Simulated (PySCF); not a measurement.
C4H7OS (doublet state).
SMILES with atom numbers: `[H]/[C:1]=[CH:2]\[O:3][CH2:4][CH2:5][SH:6]` (hydrogens: H7 on C1; H8 on C2; H9, H10 on C4; H11, H12 on C5; H13 on S6)

Structure used (GFN2-xTB), in Å, numbered top down from 1:
```xyz
13
C4H7OS angstrom
C      2.591   -0.416   -0.424
C      1.833   -0.762    0.565
O      0.528   -0.415    0.828
C     -0.093    0.425   -0.113
C     -1.539    0.635    0.304
S     -2.545   -0.879    0.149
H      2.643    0.152   -1.319
H      2.179   -1.418    1.357
H      0.422    1.399   -0.147
H     -0.039   -0.025   -1.116
H     -1.586    0.898    1.360
H     -2.001    1.421   -0.293
H     -2.399   -1.014   -1.170
```

The hyperfine couplings belong to this conformer and change with its torsions.

Theory: UKS B3LYP, pcH-1 on C H O S, non-relativistic, mean-field spin-orbit, GIAO (PySCF). Isolated species at its GFN2-xTB geometry (one conformer only). A GFN2-xTB geometry isn't a minimum of the functional, and hyperfine couplings can be far from their values at a DFT geometry. The SCF solution wasn't tested for stability.

Predict the first-order ENDOR lines of H8, H7, H11/H12 and H9/H10 under fast tumbling at B = 1212.0 mT (Q band).

For S = 1/2 in fast tumbling each set of equivalent nuclei gives two lines, ν± = |νn ± a/2| to first order, with νn = g_N μN B/h and μN/h = 7.62259 MHz/T.

```
 nuclei  isotope     g_N  νn (MHz)  a_iso (MHz)  lower line (MHz)  upper line (MHz)
     H8       1H  5.5857     51.60        85.07              9.07             94.14
     H7       1H  5.5857     51.60         4.32             49.45             53.76
H11/H12       1H  5.5857     51.60         2.05             50.58             52.63
 H9/H10       1H  5.5857     51.60        -0.63             51.29             51.92
```

Which pairs are centred on the nuclear Larmor frequency, and which on half the coupling?

Centred on νn, since |a| < 2νn: H8, H7, H11/H12 and H9/H10. No pair has |a| > 2νn.

At what field would the lower line of H8 fall to zero frequency?

Where νn = |a|/2, that is B = 42.54 MHz/(5.5857 × 7.62259 MHz/T) = 999 mT, as far as first order holds there.

Means are taken over nuclei equivalent by connectivity, which assumes that they swap fast.
